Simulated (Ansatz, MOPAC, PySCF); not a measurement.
Energy landscape of HClO, triplet: collinear O-H-Cl surface. Scanned: O-H distance and H-Cl distance.

- UHF/cc-pVDZ (PySCF)
- B3LYP = unrestricted B3LYP/cc-pVDZ run with PySCF 2.14.0
- M06-2X = unrestricted M06-2X/cc-pVDZ in PySCF
- UKS-PBE/cc-pVDZ = unrestricted PBE/cc-pVDZ (Ansatz, a first-principles code)
- MP2 on UHF/cc-pVDZ, 6 core orbitals frozen (PySCF)
- CCSD on UHF/cc-pVDZ, 6 core orbitals frozen (PySCF)
- CCSD(T) on UHF/cc-pVDZ, 6 core orbitals frozen (PySCF)
- PM6, unrestricted, heats of formation (MOPAC)
- PM3, unrestricted, heats of formation (MOPAC)
- UKS-B3LYP/6-31G* = unrestricted B3LYP/6-31G*, spherical d run with PySCF 2.14.0
- UMP2/3-21G = unrestricted MP2 (frozen core)/3-21G (PySCF 2.14.0)
- UKS-B3LYP/LANL2DZ = PySCF with unrestricted B3LYP/LANL2DZ, with its core potentials past Ne
- UKS-BP86/6-31G* = unrestricted BP86/6-31G*, spherical d (PySCF)

Energies in kJ/mol at chosen points (x: O-H distance (Å); y: H-Cl distance (Å)), relative to x = 1.05, y = 1.92:

| method | (0.82, 1.50) | (2.04, 1.92) | (1.79, 1.38) | (0.97, 2.37) | (2.81, 1.77) | (2.38, 2.69) | (0.89, 1.92) |
|---|---|---|---|---|---|---|---|
| UHF | 186.8 | 146.7 | -75.7 | -46.3 | 95.0 | 215.5 | 3.7 |
| B3LYP | 181.0 | 189.6 | -6.9 | -6.6 | 146.6 | 381.0 | 30.1 |
| M06-2X | 170.1 | 183.4 | -27.2 | -24.0 | 132.7 | 369.6 | 22.8 |
| UKS-PBE/cc-pVDZ | 192.0 | 206.2 | 21.9 | 14.1 | 179.5 | 416.9 | 41.0 |
| MP2 | 178.9 | 218.3 | -41.7 | -32.9 | 137.8 | 350.2 | 17.0 |
| CCSD | 181.8 | 169.9 | -41.8 | -33.1 | 111.1 | 344.2 | 18.3 |
| CCSD(T) | 179.8 | 164.7 | -42.0 | -31.7 | 108.7 | 346.4 | 19.4 |
| PM6 | 82.7 | 175.3 | -87.0 | -12.5 | 117.1 | 381.5 | 10.8 |
| PM3 | 83.3 | 264.0 | 17.7 | 235.2 | 189.4 | 424.5 | -10.1 |
| UKS-B3LYP/6-31G* | 191.8 | 189.5 | -1.0 | -11.0 | 149.0 | 376.0 | 29.4 |
| UMP2/3-21G | 225.0 | 140.9 | -56.5 | -29.3 | 92.3 | 259.1 | 36.8 |
| UKS-B3LYP/LANL2DZ | 225.6 | 175.6 | 13.1 | -9.5 | 136.0 | 354.4 | 42.4 |
| UKS-BP86/6-31G* | 202.4 | 204.4 | 29.5 | 8.5 | 179.2 | 411.5 | 41.3 |
